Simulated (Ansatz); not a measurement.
Input file:

```yaml
crystal:
  periodic: [false, false, false]
  atoms:
    - {symbol: Al, position_ang: [-0.015321, -0.009087, 1.370055]}
    - {symbol: P, position_ang: [-0.016154, 1.022208, -0.622864]}
    - {symbol: P, position_ang: [0.031810, -1.013358, -0.665477]}
    - {symbol: H, position_ang: [-0.070967, -0.028734, 2.915421]}
basis:
  gaussian: {orbitals: cc-pVDZ}
magnetization: {spin_polarized: false}
correlation: {method: ccsd, electrons: valence}
accuracy: high
output: {forces: true}
```

```sh
$ ansatz run in.yaml --threads 1 --pin off --events-out ev --progress --plain --max-ram 2393MiB
```

Output:

```
1269 factors; integrals over basis functions are off by at most 3.1e-9 eV
mean field evaluation 1: about -25141.4887 eV, gradient 1.1e1 eV
mean field evaluation 2: about -25141.4973 eV, gradient 1.1e1 eV
mean field evaluation 4: about -25142.2650 eV, gradient 1.6e0 eV
mean field evaluation 8: about -25142.2816 eV, gradient 8.2e-4 eV
mean field evaluation 16: about -25141.4894 eV, gradient 1.1e1 eV
mean field -25142.28159217 eV, -923.9618064615 hartree, gradient 2.1e-8 eV, S^2 0.000000; 0 other end points of the search recorded, 0 dependent functions left out; unrestricted orbitals would lower it
15 core orbitals not correlated: weight in the atoms' cores, before any rotation towards them, 1.000 or more for the frozen orbitals, at most 0.000 for the correlated occupied ones
reference -25142.28159217 eV, -923.9618064615 hartree; 7, 7 occupied and 37, 37 virtual orbitals, 1269 factors
second order -7.61127200 eV of doubles, -0.00000000 eV of singles
cycle   1  -8.06067200 eV  change   -4.5e-1 eV  update   9.0e-2
cycle   2  -8.38785601 eV  change   -3.3e-1 eV  update   3.1e-2
cycle   3  -8.44280342 eV  change   -5.5e-2 eV  update   1.3e-2
cycle   4  -8.44109296 eV  change    1.7e-3 eV  update   4.1e-3
cycle   5  -8.44144185 eV  change   -3.5e-4 eV  update   1.5e-3
cycle   6  -8.44108098 eV  change    3.6e-4 eV  update   5.6e-4
cycle   7  -8.44110355 eV  change   -2.3e-5 eV  update   1.6e-4
cycle   8  -8.44113744 eV  change   -3.4e-5 eV  update   5.5e-5
cycle   9  -8.44111990 eV  change    1.8e-5 eV  update   2.4e-5
cycle  10  -8.44111910 eV  change    8.0e-7 eV  update   1.5e-5
cycle  11  -8.44112330 eV  change   -4.2e-6 eV  update   1.0e-5
cycle  12  -8.44112256 eV  change    7.4e-7 eV  update   4.6e-6
cycle  13  -8.44112267 eV  change   -1.1e-7 eV  update   1.7e-6
cycle  14  -8.44112131 eV  change    1.4e-6 eV  update   6.4e-7
cycle  15  -8.44112130 eV  change    6.1e-9 eV  update   2.7e-7
cycle  16  -8.44112140 eV  change   -9.6e-8 eV  update   1.2e-7
cycle  17  -8.44112135 eV  change    4.9e-8 eV  update   6.6e-8
cycle  18  -8.44112136 eV  change   -1.1e-8 eV  update   4.1e-8
cycle  19  -8.44112134 eV  change    1.7e-8 eV  update   2.9e-8
cycle  20  -8.44112155 eV  change   -2.1e-7 eV  update   2.2e-7
cycle  21  -8.44112150 eV  change    5.5e-8 eV  update   7.4e-8
cycle  22  -8.44112156 eV  change   -6.3e-8 eV  update   2.9e-8
cycle  23  -8.44112157 eV  change   -1.1e-8 eV  update   9.8e-9
cycle  24  -8.44112157 eV  change   5.3e-10 eV  update   3.0e-9
cycle  25  -8.44112157 eV  change   5.9e-11 eV  update   1.4e-9
the calculation of the forces begins
Total energy: -25150.72271374 eV, -924.2720119577 hartree
Atom 0 at    -0.015321    -0.009087     1.370055 Å, force    -0.032310    -0.167197     0.105283 eV/Å
Atom 1 at    -0.016154     1.022208    -0.622864 Å, force    -0.041172     2.367778    -0.365661 eV/Å
Atom 2 at     0.031810    -1.013358    -0.665477 Å, force     0.061442    -2.188061    -0.099481 eV/Å
Atom 3 at    -0.070967    -0.028734     2.915421 Å, force     0.012040    -0.012520     0.359858 eV/Å
Dipole moment:     0.005359    -0.002868     0.366832 e Å
```

Forces (eV/Å):
```
Al  -0.032 -0.167  0.105
P   -0.041  2.368 -0.366
P    0.061 -2.188 -0.099
H    0.012 -0.013  0.360
```

Ran on 1 thread of Intel Xeon, shared host: 20 s wall, 0.22 GiB peak host memory.
